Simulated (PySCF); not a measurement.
Spin-orbit coupling and the first ionisation energy along group 13

Two-component X2C-1e calculated with PySCF 2.14: MP2 on generalised Hartree-Fock spinors (GMP2), with spin-orbit coupling off and on (screened by Boettger's factors); no Breit or QED terms. Values in eV; the references (NIST) lie between the lowest levels. Elements whose determinants are no pure J levels are left out.

```
                                   element                               configurations  spin-free  with spin-orbit  shift  reference
            B (x2c-TZVPall-2c, 1s2 frozen)                      [He] 2s2 2p1 → [He] 2s2      8.251            8.253  0.001      8.298
          Al (x2c-TZVPall-2c, [Ne] frozen)                      [Ne] 3s2 3p1 → [Ne] 3s2      5.796            5.805  0.009      5.986
          Ga (x2c-TZVPall-2c, [Ne] frozen)            [Ar] 3d10 4s2 4p1 → [Ar] 3d10 4s2      5.813            5.880  0.068      5.999
     In (x2c-TZVPall-2c, [Ar] 3d10 frozen)            [Kr] 4d10 5s2 5p1 → [Kr] 4d10 5s2      5.424            5.613  0.190      5.786
Tl (x2c-TZVPall-2c, [Kr] 4d10 4f14 frozen)  [Xe] 4f14 5d10 6s2 6p1 → [Xe] 4f14 5d10 6s2      5.234            5.935  0.700      6.108
```

The largest shift is at Tl, 0.700 eV, where spin-orbit coupling lowers the species with more electrons by more than the one with fewer (starting occupations 6p1/2^1 and closed).

What remains against the references is mostly the basis and correlation beyond MP2.
